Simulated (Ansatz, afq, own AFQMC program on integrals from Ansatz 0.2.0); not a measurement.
## AlNH2, triplet: AFQMC among the cluster methods

```xyz
4

Al   -0.0052   -0.0828    0.6206
N    -0.0052    0.0376   -1.1434
H    -0.0052    1.3520    1.3539
H     0.2167    0.3426   -2.0789
```

Connectivity, by distances: AlH–NH.

Basis cc-pVDZ. Only valence electrons are correlated. Integrals, coupled cluster, full CI and functionals: Ansatz 0.2.0; the random walks run on the same integrals in our own AFQMC program. The CISD trial takes its coefficients from CCSD amplitudes. Released means that phaseless walkers are propagated on without the constraint, phases kept. Error bars are statistical, one sigma.

Determinant: UHF, the one that the program's search chose, which needn't be the lowest solution. The geometry is a point of a scan.

No full CI on the walks' own integrals is used here; CCSDT(Q) serves as the reference and is uncertain by about the last step of the cluster series.

Cautions: lower spins were not checked.

```
T1 diagnostic                               : 0.0213
weight of the determinant in the CISD state : 0.902
⟨S²⟩ of the determinant                     : 2.016
size of the correlated space                : 10 electrons in 36 orbitals
```

Reference: CCSDT(Q), correlation energy -5.831 eV. The released energy is read at 2.40 1/Eh (meV from the phaseless value at times in 1/Eh: 3 ± 11 at 0.24, -20 ± 9 at 0.51, -8 ± 10 at 0.99, -5 ± 11 at 1.62, -22 ± 17 at 2.40).

```json
{"level": "HF", "E − E(reference) (kcal/mol)": "134.46", "share of correlation (%)": "0.00"}
{"level": "MP2", "E − E(reference) (kcal/mol)": "21.22", "share of correlation (%)": "84.22"}
{"level": "CCSD", "E − E(reference) (kcal/mol)": "4.08", "share of correlation (%)": "96.96"}
{"level": "CCSD(T)", "E − E(reference) (kcal/mol)": "0.98", "share of correlation (%)": "99.27"}
{"level": "CCSDT", "E − E(reference) (kcal/mol)": "0.30", "share of correlation (%)": "99.78"}
{"level": "ph-AFQMC/HF", "E − E(reference) (kcal/mol)": "1.41 ± 1.46", "share of correlation (%)": "98.95"}
{"level": "ph-AFQMC/CISD", "E − E(reference) (kcal/mol)": "0.63 ± 0.22", "share of correlation (%)": "99.53"}
{"level": "released AFQMC", "E − E(reference) (kcal/mol)": "0.13 ± 0.39", "share of correlation (%)": "99.90"}
```

Released energies are given only where the last usable release times agree within the noise; a slower fall can still hide under it.
